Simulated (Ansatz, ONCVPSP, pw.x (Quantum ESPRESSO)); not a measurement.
Sr (Z = 38) (fcc): variants of one ONCV potential in the solid

ONCVPSP 4.0.1 input, shortened (lines: element, Z, core and valence counts, functional; n l f; lmax; l rc ep ncon nbas qcut; lloc lpopt rc5 dvloc0; l nproj debl; icmod fcfact rcfact), PBE, scalar-relativistic:

```
  Sr 38.00    8    1        4      upf
    1    0    2.00
    2    0    2.00
    2    1    6.00
    3    0    2.00
    3    1    6.00
    3    2   10.00
    4    0    2.00
    4    1    6.00
    5    0    2.00
    2
    0    4.00    0.00    4    7    1.70
    1    3.85    0.21    3    6    2.30
    2    4.10    0.44    4    7    2.70
    1    5    3.85    0.00
    0    2    3.70
    1    0    3.30
    2    1    0.90
    0    0.00    0.00
```

In the p channel the program set the typed energies aside and used 0.050 Ha. In the d channel the program set the typed energies aside and used -0.047 Ha.

Crystal test: fcc Sr in pw.x 7.5, no spin, 10³ k-points, Fermi–Dirac smearing 0.01 Ry, cutoffs set for each file from its atomic test. The reference is all-electron LAPW (Ansatz 0.2.0) with the same functional, mesh and smearing; V0 and B0 come from Birch–Murnaghan fits to the pressures at five volumes. Errors are pseudo minus all-electron; Δ is the rms difference of the E(V) curves that follow from these fits, minima aligned, over ±6 % about the mean V0. Mesh and smearing are coarse, so the numbers serve the comparison and aren't converged zero-temperature values; the lattice is a test structure that the element need not adopt.

All-electron: a0 = 6.043 Å (V0 = 55.17 Å³/atom), B0 = 11.8 GPa.

Base: This is a poor potential for the solid. Atomic configuration tests: 1 of 4 tests not solved or not reliable.

2 further variants are left out: they gave no file fit for a test, a broken result, the same result as the base, or pressures whose basis-set error rivals the error shown.

```tsv
change	cutoffs (Ry)	pw.x	a0 (Å)	a0 error (%)	B0 error (%)	Δ (meV/atom)	mean pressure error (GPa)
base	35/140	converged; energies reset by the program	6.079	+0.60	-15.2	2.4	+0.18
d: qcut 2.8	35/140	converged; energies reset by the program	6.080	+0.60	-14.9	2.4	+0.18
p: qcut 1.3	35/140	converged; energies reset by the program	6.052	+0.14	-13.6	0.7	+0.04
```

(1) Give the row for: p: nproj 1; local potential polynomial inside 3.30 bohr (lpopt 5, dvloc0 1 Ha).

## Answers

(1) pw.x: converged; energies reset by the program; mean pressure error (GPa): -0.17; a0 (Å): 6.011; a0 error (%): -0.53; B0 error (%): -14.9; Δ (meV/atom): 2.2.
